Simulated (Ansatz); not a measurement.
What does this script print? It uses Ansatz 0.2.0, Python API.

Contents of `f2.xyz`:
```text
2

F     0.00000    0.00000    0.00000
F     0.00000    0.00000    1.33000
```

The script, `f2_scan.py`:
```python
"""Potential curve of F2(-) along one bond."""

import warnings

import ansatz as az
import numpy as np

warnings.simplefilter("ignore", az.DeckWarning)

f2 = az.Crystal.molecule_from_extxyz("f2.xyz")

symbols = [site.symbol for site in f2.cartesian_sites]
start = np.array([site.position_ang for site in f2.cartesian_sites])
axis = (start[1] - start[0]) / np.linalg.norm(start[1] - start[0])
moving = [1]
lengths, energies = [1.13, 1.22, 1.33, 1.46, 1.66, 2.0, 2.39, 2.93], []
for length in lengths:
    xyz = start.copy()
    xyz[moving] += (length - np.linalg.norm(start[1] - start[0])) * axis
    point = az.Crystal.molecule()
    for symbol, place in zip(symbols, xyz):
        point = point.atom(symbol, place.tolist())
    calc = (
        point.calculation()
        .basis(gaussian="def2-SVP")
        .functional("r2scan")
        .charge(-1)
        .spin("collinear", total=1)
    )
    rep = calc.run(threads=1, backend="cpu").report
    energies.append(rep["free_energy_ev"])
    print(f"r = {length:6.3f} A  E = {energies[-1]:.5f} eV  <S^2> = {abs(rep['mean_field']['state']['spin_squared']):.3f}")

print("energy above the lowest point (eV):", [round(e - min(energies), 3) for e in energies])
```

`python f2_scan.py` gives:
```text
r =  1.130 A  E = -5410.46141 eV  <S^2> = 0.752
r =  1.220 A  E = -5415.51507 eV  <S^2> = 0.752
r =  1.330 A  E = -5419.44687 eV  <S^2> = 0.752
r =  1.460 A  E = -5422.08280 eV  <S^2> = 0.753
r =  1.660 A  E = -5423.87299 eV  <S^2> = 0.753
r =  2.000 A  E = -5424.48690 eV  <S^2> = 0.753
r =  2.390 A  E = -5424.34002 eV  <S^2> = 0.753
r =  2.930 A  E = -5424.10736 eV  <S^2> = 0.752
energy above the lowest point (eV): [14.025, 8.972, 5.04, 2.404, 0.614, 0.0, 0.147, 0.38]
```

The lowest point is at 2.000 Å. At the shortest distance (1.13 Å) the energy is 14.03 eV higher, at the longest (2.93 Å) 0.38 eV.

What to keep in mind:
- Total energies depend on the basis set; only differences at equal settings carry meaning.
- The basis set is modest, and single-reference methods fail as a bond breaks.
- The run takes the species as open-shell (spin multiplicity 2), which needn't be its ground state.
- For an odd-electron ion, approximate functionals spread the charge over both fragments and lower the stretched end too much.
- The spin state was assumed, and another may lie lower.
- Anions want diffuse functions, which this basis lacks.
- Timing: 14 s on 1 thread of Arm Neoverse V1 (shared host), peak memory 0.17 GiB.
